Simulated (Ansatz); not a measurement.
# AlNaH (doublet): wave-function methods side by side at angle Na2–Al1–H3 = 123.3°, cc-pVDZ

An exercise on one series of results from a longer session: the logs are not shown, and one member is left open.

Computed with Ansatz 0.2.0, Gaussian basis. Level: cc-pVDZ, core rule «outside noble gas», up to 10 orbitals frozen.

Plan: UHF; CCSD(T) on ROHF; CCSD(T) on UHF; BCCD(T) on ROHF; CISD as a restricted active space (open shells left free, so some higher excitations enter); CCSDT(Q) on ROHF; CCSDT(Q) on UHF; CASSCF and MRCISD+Q, 3 electrons in 3 orbitals; CASSCF and NEVPT2, 3 electrons in 3 orbitals; Full CI.

28 further runs of the same task are left out: 16 for a known fault of the program, 7 that didn't finish, 5 set aside as unsound or not needed. Runs told in other sessions of the task aren't counted.

## What is computed

The geometry derives from a PBE0/def2-TZVP stationary point (not a proven minimum). One angle is set to the value named; bond lengths are kept.

3 atoms, charge 0, spin multiplicity 2.

Atoms are counted from 1 here; the program's logs count them from 0.

Bond lengths: Al1–H3 1.640 Å.

Set-up of the first run:

Contents of in.yaml:

```yaml
crystal:
  periodic: [false, false, false]
  atoms:
    - {symbol: Al, position_ang: [0.000000, -0.097406, 1.320837]}
    - {symbol: Na, position_ang: [0.000000, 0.060650, -1.650695]}
    - {symbol: H, position_ang: [0.000000, 1.224099, 2.292676]}
basis:
  gaussian: {orbitals: cc-pVDZ}
magnetization: {spin_polarized: true, initial_magnetization: 1}
hamiltonian: {xc: hf}
output: {orbitals: {seedname: orbitals}}
```

The run is started by

```console
ansatz run in.yaml --threads 1 --pin off --events-out ev --progress --plain --max-ram 2393MiB
```

Steps of the session up to this table: UHF; CCSD(T) on ROHF; CCSD(T) on UHF; BCCD(T) on ROHF; CISD as a restricted active space (open shells left free, so some higher excitations enter); CCSDT(Q) on ROHF; CCSDT(Q) on UHF; CASSCF and MRCISD+Q, 3 electrons in 3 orbitals; CASSCF and NEVPT2, 3 electrons in 3 orbitals; Full CI.

One of the session's tables, all rows but one given; the rest of the session is left out.

```
   method  from FCI (kJ/mol)
     ROHF             +227.4
      UHF             +213.2
     RMP2              +64.2
     UMP2              +68.1
     CISD              +14.8
    RCCSD               +7.3
    UCCSD                  ?
 RCCSD(T)               +2.1
 UCCSD(T)               +2.1
  BCCD(T)               +2.1
   RCCSDT               +0.2
   UCCSDT               +0.2
RCCSDT(Q)                0.0
UCCSDT(Q)                0.0
      FCI                  0
```

Estimate the missing values for UCCSD.

As computed: from FCI (kJ/mol): +6.8. In the column «from FCI (kJ/mol)» it lies between BCCD(T) (+2.1) and RCCSD (+7.3).

Left out of the table: CASSCF pair, NEVPT2 pair, MRCISD pair, MRCISD+Q pair (the active space lost an orbital or holds another state than full CI finds).

Caveats from the session: Levels on UHF freeze UHF's core orbitals, full CI those of ROHF, so the U rows can settle a little off it for that reason alone. Restricted and unrestricted rows rest on different reference determinants; a gap between their highest levels can come from leftover correlation error, from unlike frozen cores or from another state. Warnings in the runs' records: passed over end.
